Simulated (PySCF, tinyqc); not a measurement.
MP2 on RHF in the sto-3g basis, for LiH, spin multiplicity 1, step by step. The lowest restricted solution is unstable here: a spin-polarised one lies 0.0001 hartree lower (PySCF). One step of it, computed by the program tinyqc.

Task: Orthogonalisation. S = U s U^T; symmetric (Loewdin) form X = U s^(-1/2) U^T, so that X^T S X = 1.

overlap S:
```
           1Li 1s    1Li 2s   1Li 2px   1Li 2py   1Li 2pz     2H 1s
1Li 1s   1.000000  0.241137  0.000000  0.000000  0.000000  0.024617
1Li 2s   0.241137  1.000000  0.000000  0.000000  0.000000  0.287196
1Li 2px  0.000000  0.000000  1.000000  0.000000  0.000000  0.000000
1Li 2py  0.000000  0.000000  0.000000  1.000000  0.000000  0.000000
1Li 2pz  0.000000  0.000000  0.000000  0.000000  1.000000  0.408816
2H 1s    0.024617  0.287196  0.000000  0.000000  0.408816  1.000000
```

Give: eigenvalues of S; X.

Result:

eigenvalues of S: 0.4851  0.8038  1.0000  1.0000  1.1818  1.5293

X:
```
          1Li 1s   1Li 2s  1Li 2px  1Li 2py  1Li 2pz    2H 1s
1Li 1s    1.0234  -0.1301   0.0000   0.0000  -0.0068   0.0181
1Li 2s   -0.1301   1.0630   0.0000   0.0000   0.0557  -0.1758
1Li 2px   0.0000   0.0000   1.0000   0.0000   0.0000   0.0000
1Li 2py   0.0000   0.0000   0.0000   1.0000   0.0000   0.0000
1Li 2pz  -0.0068   0.0557   0.0000   0.0000   1.0772  -0.2446
2H 1s     0.0181  -0.1758   0.0000   0.0000  -0.2446   1.1160
```
